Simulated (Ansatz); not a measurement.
CH3BCl, SMILES `C[B]Cl` radical at its PBE0-D4/def2-TZVP geometry, where that method's forces vanish. The species carries charge 0 and has multiplicity 2.

```xyz
6

C     0.1366   -0.4430    0.2809
B     0.4225    0.7906   -0.6022
Cl   -0.7607    1.8362   -1.3027
H     0.0934   -0.0806    1.3178
H    -0.8259   -0.9164    0.0621
H     0.9341   -1.1868    0.2442
```

(1) What forces (eV/Å) does r2SCAN-D4/def2-TZVPP give on these atoms in Ansatz 0.2.0? (Best estimate.)

## Answers

(1) The calculation gave: 
```
C1   0.006  0.003 -0.028
B2   0.118 -0.080  0.062
Cl3 -0.112  0.090 -0.062
H4  -0.001 -0.023 -0.016
H5   0.013  0.002  0.022
H6  -0.025  0.009  0.022
```
